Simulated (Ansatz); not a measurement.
MgCl₂. Total charge 0; singlet. Geometry PBE0-D4/def2-TZVP, basis def2-TZVP, Ansatz.

| atom | x (Å) | y (Å) | z (Å) |
| --- | --- | --- | --- |
| Mg1 | 0.0064 | -0.0009 | 0.0019 |
| Cl2 | 0.5275 | 1.8784 | -0.9459 |
| Cl3 | -0.5339 | -1.8776 | 0.9439 |

```json
{"run": "A", "HOMO (eV)": "-7.98", "LUMO (eV)": "-2.02"}
{"run": "B", "HOMO (eV)": "-9.02", "LUMO (eV)": "-1.79"}
{"run": "C", "HOMO (eV)": "-11.31", "LUMO (eV)": "-0.39"}
{"run": "D", "HOMO (eV)": "-7.46", "LUMO (eV)": "-2.49"}
{"run": "E", "HOMO (eV)": "-8.61", "LUMO (eV)": "-2.15"}
{"run": "F", "HOMO (eV)": "-8.49", "LUMO (eV)": "-1.81"}
```

HSE06 is defined as in plane-wave codes, on full-range PBE exchange.

**Question.** The runs used BLYP, HSE06, PBE0, r2SCAN, r2SCANh, ωB97M-V. Estimate which is which.

**Answer.** A r2SCAN (0 % exact exchange); B PBE0 (25 % exact exchange); C ωB97M-V (range-separated); D BLYP (0 % exact exchange); E HSE06 (range-separated); F r2SCANh (10 % exact exchange). Exact exchange lowers occupied and raises empty levels; among semilocal functionals meta-GGAs tend to open the gap a little, and such runs are hard to tell apart. The gap grows from 4.97 eV (BLYP) to 10.92 eV (ωB97M-V).
